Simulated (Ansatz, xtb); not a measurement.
Relaxing a trial structure of H3NSi2−

The starting geometry of this gas-phase doublet has its atoms placed at random.

```yaml
atoms:
  - { symbol: N, position_ang: [-1.3391, -0.6125, -0.8307] }
  - { symbol: Si, position_ang: [1.4888, -0.9078, -0.8509] }
  - { symbol: Si, position_ang: [0.0038, -0.9361, 1.1933] }
  - { symbol: H, position_ang: [0.4828, 0.8707, 0.6889] }
  - { symbol: H, position_ang: [0.6659, 0.0823, 1.6562] }
  - { symbol: H, position_ang: [1.2463, 0.5127, -1.7462] }
```

Task: Guess where an optimisation with r2SCAN-D4/def2-SVPD ends from this start.

Result: It ends as a structure with H4 bridging Si3 and Si2, given below by its coordinates. Distances that change by over a tenth: Si3–H5 (1.30 → 1.55 Å). Contacts that close: N1–Si2 (2.84 → 1.77 Å), N1–Si3 (2.45 → 1.77 Å), Si2–H4 (2.56 → 1.76 Å), Si3–H4 (1.94 → 1.76 Å).

The energy falls by 7.09 eV over 16 steps:

```csv
step,E − E(last) (eV)
1,7.088
3,3.785
4,3.072
6,1.648
8,0.848
9,0.515
11,0.054
13,0.002
14,0.001
16,0.000
```

Final geometry (Å):

```xyz
6

N    -0.6205   -0.8853   -0.4027
Si    0.9368   -0.5627   -1.1714
Si    0.1247   -0.7677    1.1944
H     1.6602   -0.3755    0.4243
H    -0.3126    0.6650    1.5952
H     0.7598    0.9357   -1.5293
```

From the same start GFN2-xTB ends elsewhere, at `[N-]=[SiH][SiH2]`.

From so rough a start the end depends on the optimiser's path, so another program may land elsewhere. The end wasn't checked by frequencies. Open shells are spin-unrestricted. Run with Ansatz 0.2.0, 120 s on 2 threads of Arm Neoverse V2, with other jobs on the host.
